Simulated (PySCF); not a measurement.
CH3, SMILES [CH3] (connectivity only; charge and spin as stated), charge +1, multiplicity 1.

Geometry: B3LYP-D3(BJ)/def2-TZVPD. The spin state was assumed, not searched. The isomer is the one that the SMILES or the coordinates give; other isomers of the formula were not compared.

Computed with M06-2X/def2-TZVPD (PySCF).

Symmetry labels are those of the subgroup C2v that the program uses (full group D3h).

Computed valence orbital energies around the gap with their symmetry:
```csv
orbital,symmetry,energy (eV)
HOMO−3,A1,-299.28
HOMO−2,A1,-30.84
HOMO−1,A1,-23.17
HOMO,B1,-23.17
LUMO,B2,-11.45
LUMO+1,A1,-4.97
LUMO+2,B1,-2.96
LUMO+3,A1,-2.96
```
